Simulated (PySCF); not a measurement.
**Working out the ionisation energy of P**

P [Ne] 3s2 3p3 (4S) → P⁺ [Ne] 3s2 3p2 (3P). All numbers are calculated (PySCF 2.14, scalar relativity by spin-free X2C-1e, in ANO-RCC-VTZP (5s4p2d1f, 34 functions)). Frozen: 1s2. Energies in hartree (1 hartree = 27.21139 eV):

```csv
part,P (lower),P⁺ (upper)
UHF,-341.533379,-341.169633
CCSD correlation,-0.117269,-0.098638
(T),-0.004336,-0.002691
```

Task: What does Hartree-Fock give?

Result: (-341.169633) − (-341.533379) = 0.363746 hartree = 9.898 eV.

Task: What do CCSD and CCSD(T) give?

Result: The CCSD correlation energies differ by 0.018631 hartree = 0.507 eV and the triples by 0.001645 hartree = 0.045 eV, so CCSD gives 10.405 eV and CCSD(T) 10.450 eV.

Measured between the centres of the two terms (NIST): 10.526 eV, so CCSD(T) (valence and next inner shell) is off by -0.076 eV.

What remains against the reference includes basis incompleteness, the frozen core and higher excitations.
